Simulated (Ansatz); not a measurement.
Trigonal Te, treated with r²SCAN (plane waves, PAW; Ansatz, an electronic-structure program).

Run with plane-wave cutoff 560 eV, 12×12×6 k mesh (along the axes of the cell as run), Fermi–Dirac smearing 0.01 eV, scalar-relativistic PAW data made under PBE.

Equation-of-state points:

| V (Å³/atom) | E − E_lowest (meV/atom) | P (GPa) |
|---|---|---|
| 34.943 | 2.66 | 0.624 |
| 35.671 | 0.64 | 0.287 |
| 36.399 | 0.00 | 0.004 |
| 37.127 | 0.48 | -0.219 |
| 37.855 | 1.88 | -0.407 |

**Question.** What bulk modulus B0 and pressure derivative B′ does a third-order Birch–Murnaghan fit give?

**Answer.** V0 = 36.427 Å³/atom, B0 = 12.3 GPa, B′ = 9.0 (fit to the energies at full precision).

Shape and atoms are relaxed at each volume.

Measured, for comparison: bulk modulus 19 GPa (temperature not stated, not corrected to a static lattice; as tabulated in Yi et al. (2018), arXiv:1712.00894). Computed (rounded) less measured: bulk modulus -35 % (against room or unstated temperature, where such soft solids are markedly softer).

Note: for a layered or molecular solid the relaxed cell lies over 5 % above the published volume, where the minimum can be shallow; the cell comes from a level without a dispersion term, which matters for the spacing of layers, chains or molecules; the bulk modulus comes from volumes at which shape and atoms were relaxed.

Spin–orbit coupling is not included.

Computed values are for the static lattice.
